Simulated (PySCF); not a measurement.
# Level of theory and gas-phase deprotonation enthalpies: methylammonium

Structure: `C[NH3+]` ([CH6N]+). Coordinates in Å; atoms count from 1 in this order:
```
C    -0.7475    0.1074   -0.0252
N     0.7304   -0.0989    0.0122
H    -1.1807   -0.5775   -0.7638
H    -0.9516    1.1469   -0.3080
H    -1.1578   -0.1013    0.9700
H     0.9772   -1.0568    0.2939
H     1.1899    0.5368    0.6775
H     1.1640    0.0642   -0.9061
```

All levels share the PBE0-D3(BJ)/ma-def2-SVP structures and the PBE0-D3(BJ)/ma-def2-SVP thermal terms; only the single-point energies (PySCF) change. Values are gas-phase deprotonation enthalpies (298 K, kJ/mol).

```tsv
level	N2	abs. error	time
MP2/ma-def2-TZVP	894	5.3	1.8 s
CCSD(T)/ma-def2-TZVP	900	0.8	16 s
ωB97X-D3(BJ)/ma-def2-TZVP	906	6.2	–
HF/ma-def2-TZVP	917	17.2	0.42 s
ATcT 1.112	899
```

Times are wall times for all single points of a level on 1 thread of AMD EPYC 9R45 96-Core, a shared host; the dash marks the run that also made the structures.

Hartree-Fock leaves out electron correlation, so its deprotonation energies can be off by tens of kJ/mol.

The spread: 22 kJ/mol, from 894 to 917.

Known limits: C1 is not listed: the run failed or kept an imaginary mode, or the ion rearranged or equalled another.

Differences come from unrounded values, so a last digit can differ from that of the printed terms.
